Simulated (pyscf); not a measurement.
Single points on ωB97X-D3(BJ)/def2-SVP structures (PySCF, gas phase).

Problem. Estimate the classical barrier height and the reaction energy of F–Ge(F)(F)–F + H₂ → F–GeH(F)–F + HF at ωB97M-D3(BJ)/def2-TZVP. The step runs on the singlet surface, breaks F–Ge, H–H and forms Ge–H, F–H; take the separated reactants as zero.

Solution. ΔE‡ = 44.3 kcal/mol, ΔE = +6.4 kcal/mol. Zero-point energy shifts the barrier by +2.5 kcal/mol. It is a four-centre exchange, with an imaginary mode of 1238i cm⁻¹. At the saddle there is also a short Ge–H contact that neither side keeps. This is the saddle that the search found; another between the same sides may lie lower. Elements up to Kr have no core potential and no relativistic terms here.
